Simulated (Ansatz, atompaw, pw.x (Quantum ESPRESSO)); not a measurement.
From atom to crystal: PAW (atompaw) potential for W

* Element: W (Z = 74)
* Generator: atompaw 4.2.0.5
* Type: PAW
* Functional: PBEsol
* Relativity: scalar-relativistic
* Frozen core: [Xe] 4f14
* Valence charge: 6
* Reference configuration: 5d4 6s2 6p0
* Partial waves: 6s (bound): rc 1.35 bohr; 6s channel at 1.65 Ry: rc 1.35 bohr; 6p (bound, empty): rc 3.00 bohr; 6p channel at 1.35 Ry: rc 3.00 bohr; 5d (bound): rc 2.80 bohr; 5d channel at 1.9 Ry: rc 3.00 bohr
* Local potential: bessel scheme, radius 2.55 bohr
* Core correction: smooth core density matched at 2.40 bohr
* Augmentation charge: besselshape compensation charge, radius 2.85 bohr; PAW radius 3.00 bohr; waves and projectors: custom rrkj vanderbiltortho

Atomic tests: cutoffs needed: 15 Ry and 21 Ry (the cutoffs (Ry, on a coarse ladder) from which the occupation-weighted sum of valence levels, in a spherical-Bessel basis at the reference potential, stays within 10 and 1 mRy of its value at 400 Ry); ghost test: ghost state, extra bound levels that the all-electron valence spectrum of the same l lacks: s at -72.8 eV; a true bound ghost makes a file unfit for plane-wave use (spherical-Bessel basis up to 400 Ry, 20 bohr box); lowest eigenvalue of the overlap operator: 0.48 (s channel).

Crystal test: bcc W in pw.x 7.5, no spin, 15³ k-points, Fermi–Dirac smearing 0.01 Ry, cutoffs 40/400 Ry. The reference is all-electron LAPW (Ansatz 0.2.0) with the same functional, mesh and smearing; V0 and B0 come from Birch–Murnaghan fits to the pressures at five volumes. Errors are pseudo minus all-electron; Δ is the rms difference of the E(V) curves that follow from these fits, minima aligned, over ±6 % about the mean V0. Mesh and smearing are coarse, so the numbers serve the comparison and aren't converged zero-temperature values; the lattice is a test structure that the element need not adopt.

All-electron: a0 = 3.155 Å (V0 = 15.70 Å³/atom), B0 = 321.1 GPa.

**Question.** How far does the potential miss the all-electron equation of state?

**Answer.** mean pressure error (GPa): +76.36. The pressure does not cross zero within the volumes sampled, so no fit is given. The largest radius (3.00 bohr) exceeds half the bond length (2.58 bohr), so the spheres overlap, which is one possible source of error among others. This is a poor potential for the solid. Note: ghost state, extra bound levels that the all-electron valence spectrum of the same l lacks: s at -72.8 eV. A true bound ghost makes a file unfit for plane-wave use.

| V (Å³/atom) | P all-electron (GPa) | P pseudo (GPa) |
| --- | --- | --- |
| 14.903 | 18.56 | 95.02 |
| 15.295 | 8.81 | 85.61 |
| 15.687 | 0.22 | 76.89 |
| 16.079 | -7.35 | 68.94 |
| 16.471 | -14.00 | 61.58 |

**Question.** At the middle volume, how do free energy and pressure move when the wave cutoff is lowered (ecutrho held at 400 Ry)?

**Answer.**

| cutoff (Ry) | shift of F (meV/atom) | shift of P (GPa) |
| --- | --- | --- |
| 18 | +7774.3 | -58.86 |
| 24 | +4536.5 | -70.74 |
| 32 | +1260.5 | -45.12 |

The run at the middle volume (120 k-points, 10 iterations) took about 17 s on one core of a shared host (Intel(R) Xeon(R) Platinum 8259CL CPU @ 2.50GHz, 96 threads, 755 GiB, load 44).
